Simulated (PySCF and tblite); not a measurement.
Values are calculated unless marked as measured or tabulated.
1,2-difluoroethane, C2H4F2, numbered as in [F:1][CH2:2][CH2:3][F:4].

Conformers came from 60 starts (ETKDG, MMFF94s, GFN2-xTB); geometries are PBE0-D3(BJ)/def2-SVP. Energies: CAM-B3LYP-D3(BJ)/def2-TZVP, with GFN2-xTB thermal terms (modes under about 100 cm⁻¹ blended into free rotors). Symmetry numbers and mirror images are counted. Conformers within 3 kcal/mol (GFN2-xTB free energy) were kept, 8 at most. GIAO shieldings: wB97X-D/pcSseg-1. Shifts are against TMS (¹H), TMS (¹³C), CFCl3 (¹⁹F) at the same level. Codes: tblite and PySCF.

**Question.** Predict the averaged NMR shifts at 298.15 K.

**Answer.** ¹H: 4.48 (H2/H3, 4H) ppm. ¹³C: 83.7 (C2/C3) ppm. ¹⁹F: -236.7 (F1/F4) ppm.

**Question.** How do the conformers differ?

**Answer.** Torsions listed: F1–C2–C3–F4. Of a mirror pair one member is shown.
```
conformer  shape  weight %
        1    70°      91.3
        2   180°       8.7
```

| signal | 1 | 2 | average |
| --- | --- | --- | --- |
| H2/H3 | 4.48 | 4.49 | 4.48 |
| C2/C3 | 84.1 | 80.5 | 83.7 |
| F1/F4 | -234.8 | -256.5 | -236.7 |

**Question.** Which signal moves most, for its nucleus, between 150 and 400 K through the change of populations alone?

**Answer.** F1/F4: -235.2 ppm at 150 K, -235.7 ppm at 200 K, -236.2 ppm at 250 K, -236.7 ppm at 298.15 K, -237.6 ppm at 400 K.

Unscaled ¹⁹F shifts at such levels can be off by tens of ppm; differences between conformers or isomers are more reliable. Shifts are unscaled: against experiment ¹³C can be off by 15 ppm or more and ¹H by 0.8 ppm.
